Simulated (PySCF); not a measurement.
# SN at ROHF

Level: ROHF. PySCF, no relativity, basis sets S pcseg-1, N pcseg-1.

| Item | Value |
| --- | --- |
| state | ²Π (doublet), unpaired electrons π ↑ |
| bond length | 1.479 Å |
| harmonic wavenumber | 1344 cm⁻¹ |
| force constant | 10.4 mdyn/Å |
| rotational constant Be | 0.7910 cm⁻¹ |
| anharmonicity ωexe | 6.35 cm⁻¹ |
| vibration–rotation constant αe | 0.00568 cm⁻¹ |
| well depth De to S + N | 0.68 eV |
| dissociation energy D0 | 0.60 eV |
| bond order (Mayer) | 2.33 |
| dipole moment (positive dipole means S(−)N(+)) | -1.70 D |

Hartree–Fock leaves out correlation, which carries a large part of most bond energies and some tenths to 1 eV of ionisation energies. The state was picked by a PBE0 search and need not be the measured ground state.
